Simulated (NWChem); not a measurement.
**AlH3O (AlH2(OH)): a first try and a second**

Aim: the excited states of AlH3O (AlH2(OH)) at TD-CAM-PBE0/cc-pVDZ-DK (DKH2).

Program for the calculation: NWChem 7.3.0.

## Step 1: Starting point

AlH3O: 5 atoms, total charge 0, spin state singlet. As SMILES, `[H][Al]([H])[OH]`. Geometry: a GFN2-xTB relaxation, a rough one for these elements and not checked as a minimum.

Bond lengths: Al1–O4 1.636 Å, Al1–H2 1.532 Å, Al1–H3 1.531 Å, O4–H5 0.949 Å. Angles: Al1–O4–H5 179.6°, H2–Al1–O4 120.0°, H3–Al1–O4 120.0°, H2–Al1–H3 120.0°.

## Step 2: Try one

alh3o.nw

```
echo
start alh3o
memory 2200 mb
charge 0

geometry units angstroms noautosym nocenter
   zmatrix
     Al
     H 1 r2
     H 1 r3 2 a3
     O 1 r4 3 a4 2 d4
     H 4 r5 3 a5 1 d5
   variables
     r2 1.531694
     r3 1.531192
     a3 119.97083
     r4 1.636213
     a4 119.99109
     d4 -179.99625
     r5 0.949073
     a5 151.19093
     d5 -179.26139
   end
end

basis "ao basis" spherical bse
   Al library 4-31G
   H library 4-31G
   O library 4-31G
end

relativistic
   douglas-kroll dkh
end

dft
   xc xcampbe96 1.0 cpbe96 1.0 hfexch 1.0
   cam 0.30 cam_alpha 0.25 cam_beta 0.75
   grid medium
   convergence energy 1e-08
   direct
   maxiter 50
   mulliken
   print low
end

tddft
   rpa
   nroots 4
   notriplet
   freeze core 6
end

task tddft energy
```

Launch:

```console
$ nwchem alh3o.nw > alh3o.out
```

Standard output:

```text
============================== echo of input deck ==============================
echo
start alh3o
memory 2200 mb
charge 0

geometry units angstroms noautosym nocenter
   zmatrix
     Al
     H 1 r2
     H 1 r3 2 a3
     O 1 r4 3 a4 2 d4
     H 4 r5 3 a5 1 d5
   variables
     r2 1.531694
     r3 1.531192
     a3 119.97083
     r4 1.636213
     a4 119.99109
     d4 -179.99625
     r5 0.949073
     a5 151.19093
     d5 -179.26139
   end
end

basis "ao basis" spherical bse
   Al library 4-31G
   H library 4-31G
   O library 4-31G
end

relativistic
   douglas-kroll dkh
end

dft
   xc xcampbe96 1.0 cpbe96 1.0 hfexch 1.0
   cam 0.30 cam_alpha 0.25 cam_beta 0.75
   grid medium
   convergence energy 1e-08
   direct
   maxiter 50
   mulliken
   print low
end

tddft
   rpa
   nroots 4
   notriplet
   freeze core 6
end

task tddft energy
================================================================================

             Northwest Computational Chemistry Package (NWChem) 7.3.0
             --------------------------------------------------------

           Job information
           ---------------

    nwchem branch   = 7.3.0
    use scalapack   = T
    input           = alh3o.nw
    prefix          = alh3o.
    data base       = ./alh3o.db
    status          = startup
    nproc           =        1

[... 8 lines left out ...]
    hardfail = no
[... 35 lines left out ...]
            Nuclear Dipole moment (a.u.)
[... 45 lines left out ...]
 ==============================================================================
                                 internuclear angles
 ------------------------------------------------------------------------------
        center 1       |       center 2       |       center 3       |  degrees
 ------------------------------------------------------------------------------
    2 H                |   1 Al               |   3 H                |   119.97
    2 H                |   1 Al               |   4 O                |   120.04
    3 H                |   1 Al               |   4 O                |   119.99
    1 Al               |   4 O                |   5 H                |   179.63
 ------------------------------------------------------------------------------
                            number of included internuclear angles:          4
 ==============================================================================

  bas_tag_lib: failed to locate basis al_4-31g in file <dir>
 ------------------------------------------------------------------------
 bas_tag_lib: no such basis available                   0
 ------------------------------------------------------------------------
 ------------------------------------------------------------------------
  current input line :
    27:    Al library 4-31G
 ------------------------------------------------------------------------
 ------------------------------------------------------------------------
 There is an error in the input file
 ------------------------------------------------------------------------

0:bas_tag_lib: no such basis available:Received an Error in Communication
  Errorcode: -1
```

It took 0.5 s on 1 thread of AMD EPYC 9R45 (Zen 5), shared host; peak memory 0.073 GiB.

## Step 3: Diagnosis

The job stopped with an error part of the way.

The log says `bas_tag_lib: failed to locate basis al_4-31g in file <dir>`. The fault: the program or basis doesn't cover what is asked for. To mend it: basis set cc-pVDZ-DK in place of 4-31G.

## Step 4: The mended input

alh3o.nw: that of step 2 with these lines changed.

```diff
@@ -1,7 +1,5 @@
-echo
 start alh3o
-memory 2200 mb
-charge 0
+memory total 2200 mb
 
-geometry units angstroms noautosym nocenter
+geometry units angstrom noautosym nocenter
    zmatrix
@@ -25,6 +23,6 @@
 
-basis "ao basis" spherical bse
-   Al library 4-31G
-   H library 4-31G
-   O library 4-31G
+basis spherical bse
+   Al library cc-pVDZ-DK
+   H library cc-pVDZ-DK
+   O library cc-pVDZ-DK
 end
@@ -41,5 +39,3 @@
    direct
-   maxiter 50
    mulliken
-   print low
 end
```

Launch:

```console
$ nwchem alh3o.nw > alh3o.out
```

Standard output:

```text
[...]
          Wavefunction type:  closed shell.
          No. of atoms     :     5
          No. of electrons :    24
[...]
          Charge           :     0
          Spin multiplicity:     1
[...]
          AO basis - number of functions:    47
[...]
              XC Information
              --------------
                     Hartree-Fock (Exact) Exchange  1.000
                     CAM-PBE96 Exchange Functional  1.000
            Perdew 1991 LDA Correlation Functional  1.000 local
           PerdewBurkeErnz. Correlation Functional  1.000 non-local
[...]
 d= 0,ls=0.0,diis     1   -319.4941989335 -3.73D+02  1.48D-02  5.80D-01     1.3
[...]
 d= 0,ls=0.0,diis     8   -319.5547169774 -1.59D-09  3.38D-07  7.62D-11     6.7
         Total DFT energy =     -319.554716977400
      One electron energy =     -549.484068489004
           Coulomb energy =      204.699035310205
    Exchange-Corr. energy =      -28.089345875352
 Nuclear repulsion energy =       53.319662076750
[...]
      Total Density - Mulliken Population Analysis
     ---------------------------------------------
    Atom       Charge   Shell Charges
 -----------   ------   -------------------------------------------------------
    1 Al  13    12.42   2.00  2.02  0.66  0.24  6.01  0.93  0.30  0.27
    2 H    1     1.13   0.69  0.43  0.01
    3 H    1     1.13   0.69  0.43  0.01
    4 O    8     8.48   2.01  0.78  0.88  2.92  1.89  0.00
    5 H    1     0.84   0.67  0.08  0.08
[...]
  Root   1 singlet a              0.215502349 a.u.                5.8641 eV
[...]
     Dipole Oscillator Strength                    0.0000000354
[...]
     Total Oscillator Strength                     0.0000032060
[...]
  Root   2 singlet a              0.281292974 a.u.                7.6544 eV
[...]
  Root   3 singlet a              0.291644815 a.u.                7.9361 eV
[...]
     Dipole Oscillator Strength                    0.0000001486
[...]
     Total Oscillator Strength                     0.0000008973
[...]
  Root   4 singlet a              0.305136086 a.u.                8.3032 eV
[...]
     Dipole Oscillator Strength                    0.0411301823
[...]
     Total Oscillator Strength                     0.0411308503
[...]
```

Wall time 22 s (1 thread of AMD EPYC 9R45 (Zen 5), shared host); peak memory 0.11 GiB.

The roots found:

```csv
excited state,energy (eV),strength,label
1,5.864,0.0000,singlet a
2,7.654,0.0173,singlet a
3,7.936,0.0000,singlet a
4,8.303,0.0411,singlet a
```

## Step 5: Summary of results

Level: TD-CAM-PBE0/cc-pVDZ-DK (DKH2).

```
                                               quantity          value
                      ground-state or mean-field energy  -319.55472 Eh
dipole moment (of the density that the program reports)         1.31 D
              HOMO energy (CAM-PBE0 Kohn–Sham orbitals)      -10.47 eV
              LUMO energy (CAM-PBE0 Kohn–Sham orbitals)        1.20 eV
            HOMO–LUMO gap (CAM-PBE0 Kohn–Sham orbitals)       11.67 eV
                       lowest singlet excitation energy        5.86 eV
```

The brightest of the 4 transitions from the ground state lies at 8.30 eV (149 nm, f = 0.041); the lowest, at 5.86 eV, has f = 0.000.
